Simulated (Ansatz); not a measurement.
**A barrier at the coupled-cluster level**

Start structure (BH₂ClO, closed shell), relaxed at PBE0-D4/def2-TZVP:

B1  (0.062, 0.318, 0.014)
H2  (0.624, 0.599, 1.029)
O3  (-0.309, -0.935, -0.294)
H4  (-0.074, -1.572, 0.385)
Cl5  (-0.302, 1.591, -1.134)
(Å)

The step: BH₂ClO ([OH][BH][Cl]) → BClO + H₂; bonds formed: H2–H4; bonds broken: B1–H2, O3–H4. Computed with Ansatz 0.2.0 (basis: def2-TZVPP and def2-QZVPP); correlated methods freeze the cores. Extrapolation: Hartree–Fock as exp(−7.88 √X), correlation as X^−2.97. Energies below are by CCSD(T) at an estimated basis limit (MP2 extrapolated from triple and quadruple zeta, plus CCSD(T) − MP2 in triple zeta).

Task: What are the electronic barrier and the energy of the step, from the start structure to the end structure? (Judge from chemistry; the value comes from the calculation.)

Result: Computed: Barrier 63.63 kcal/mol; step energy 25.01 kcal/mol (uphill); reverse barrier, their difference, 38.62 kcal/mol. Barrier and step energy count from the start structure, the reverse barrier from the end structure.

The saddle point: One imaginary mode of 1524i cm⁻¹.
| pair | start (Å) | saddle (Å) | end (Å) |
| --- | --- | --- | --- |
| H2–H4 | 2.37 | 0.98 | 0.75 |
| B1–H2 | 1.19 | 1.41 | 3.31 |
| O3–H4 | 0.96 | 1.41 | 2.98 |

Zero-point energy (harmonic, PBE0-D4): ZPE is 18.12 kcal/mol at the start and 13.96 kcal/mol at the saddle, so the barrier goes from 63.63 to 59.47 kcal/mol.

First-order rate constant out of the start structure at 698 K by transition-state theory, with harmonic vibrational free energies alone and no tunnelling: ΔA‡ = 59.58 kcal/mol, so k = (kB T/h) exp(−ΔA‡/kB T) ≈ 10^-5 s⁻¹ (an order of magnitude at best: rotation, the number of equivalent paths and anharmonicity are left out).

T1 diagnostic: at most 0.018.

Labels in which every atom is bracketed show which atoms are joined, not bond orders.

For scale, one of the runs: CCSD(T)/def2-TZVPP, 132 basis functions, launched by `ansatz run in.yaml --threads 2 --pin off --events-out ev --progress --plain --max-ram 4352MiB`. Hardware: 2 CPU threads of an Intel Xeon 6975P-C, shared host. Wall time 3.5 s; peak host memory 0.74 GiB.
